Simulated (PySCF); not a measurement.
CH2CF2, optimised at GFN2-xTB:

```xyz
6

C     -0.7322    -0.0645     0.0152
C      0.5739     0.0543    -0.0205
F      1.4400    -0.9278     0.1885
F      1.2360     1.1755    -0.2714
H     -1.3593     0.7859    -0.1669
H     -1.1848    -1.0133     0.2266
```

Method: PySCF energies (xtb for GFN2) plus ideal-gas RRHO corrections (1 bar). 6-31G* has spherical d functions here. All species are closed-shell singlets. B3LYP is the form with VWN-RPA correlation.

List the harmonic frequencies (cm⁻¹, unscaled) at this level and at the other levels, each on its own geometry.


- GFN2-xTB: 386, 474, 535, 714, 851, 917, 921, 1200, 1342, 1772, 3154, 3199
- B3LYP/6-31G*: 437, 543, 630, 726, 816, 948, 973, 1354, 1435, 1800, 3225, 3321
- HF/6-31G*: 474, 591, 707, 799, 971, 1028, 1067, 1491, 1555, 1959, 3389, 3487
- PBE/def2-SVP: 426, 544, 620, 690, 758, 916, 929, 1313, 1333, 1743, 3135, 3248
- PBE0/def2-TZVP: 442, 560, 650, 724, 826, 961, 964, 1341, 1405, 1798, 3216, 3320
